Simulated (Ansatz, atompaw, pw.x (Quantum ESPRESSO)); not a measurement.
## Tc (sc): variants of one PAW (atompaw) potential in the solid

```
Element                 : Tc
Generator               : atompaw 4.2.0.5
Type                    : PAW
Functional              : LDA (PW92)
Relativity              : scalar-relativistic
Frozen core             : [Ar] 3d10
Valence charge          : 15
Reference configuration : 4s2 4p6 4d5 5s2 5p0
Partial waves           : 4s (bound): rc 1.90 bohr; 5s (bound): rc 2.40 bohr; 4p (bound): rc 1.85 bohr; 5p (bound, empty): rc 2.40 bohr; 4d (bound): rc 1.55 bohr; 4d channel at 4 Ry: rc 1.55 bohr
Local potential         : bessel scheme, radius 1.95 bohr
Core correction         : smooth core density matched at 1.90 bohr
Augmentation charge     : sinc compensation charge, radius 1.85 bohr; PAW radius 2.40 bohr; waves and projectors: custom rrkj vanderbiltortho
```

Crystal test: sc Tc in pw.x 7.5, no spin, 13³ k-points, Fermi–Dirac smearing 0.01 Ry, cutoffs set for each file from its atomic test. The reference is all-electron LAPW (Ansatz 0.2.0) with the same functional, mesh and smearing; V0 and B0 come from Birch–Murnaghan fits to the pressures at five volumes. Errors are pseudo minus all-electron; Δ is the rms difference of the E(V) curves that follow from these fits, minima aligned, over ±6 % about the mean V0. Mesh and smearing are coarse, so the numbers serve the comparison and aren't converged zero-temperature values; the lattice is a test structure that the element need not adopt.

All-electron: a0 = 2.489 Å (V0 = 15.42 Å³/atom), B0 = 257.1 GPa.

Base: This is a poor potential for the solid.

1 further variants are left out: they gave no file fit for a test, a broken result, the same result as the base, or pressures whose basis-set error rivals the error shown.

A dash in a converged row means that the minimum lies outside the volumes sampled.

```csv
change,cutoffs (Ry),pw.x,a0 (Å),a0 error (%),B0 error (%),Δ (meV/atom),mean pressure error (GPa)
base,85/850,converged,2.502,+0.51,+0.2,13.6,+4.16
"all radii scaled by about 0.82 (s 1.56, p 1.50, d 1.26 bohr); local potential bessel scheme, radius 1.60 bohr; augmentation sinc compensation charge, radius 1.50 bohr; PAW radius 1.96 bohr; waves and projectors: custom rrkj vanderbiltortho; core correction smooth core density matched at 1.56 bohr",120/900,converged,2.496,+0.28,+0.2,7.3,+2.19
"all radii scaled by about 1.17 (s 2.22, p 2.16, d 1.80 bohr); local potential bessel scheme, radius 2.28 bohr; augmentation sinc compensation charge, radius 2.16 bohr; PAW radius 2.80 bohr; waves and projectors: custom rrkj vanderbiltortho; core correction smooth core density matched at 2.22 bohr",60/600,converged,2.516,+1.08,+1.2,29.0,+9.22
"all radii scaled by about 1.26 (s 2.40, p 2.34, d 1.96 bohr); local potential bessel scheme, radius 2.46 bohr; augmentation sinc compensation charge, radius 2.34 bohr; PAW radius 3.02 bohr; waves and projectors: custom rrkj vanderbiltortho; core correction smooth core density matched at 2.40 bohr",55/550,converged,–,–,–,–,+22.52
```

(1) Give the row for: all radii scaled by about 0.90 (s 1.72, p 1.66, d 1.40 bohr); local potential bessel scheme, radius 1.76 bohr; augmentation sinc compensation charge, radius 1.66 bohr; PAW radius 2.16 bohr; waves and projectors: custom rrkj vanderbiltortho; core correction smooth core density matched at 1.72 bohr.

Answers

(1) pw.x: converged; mean pressure error (GPa): +3.51; a0 (Å): 2.500; a0 error (%): +0.44; B0 error (%): -0.1; Δ (meV/atom): 11.5.
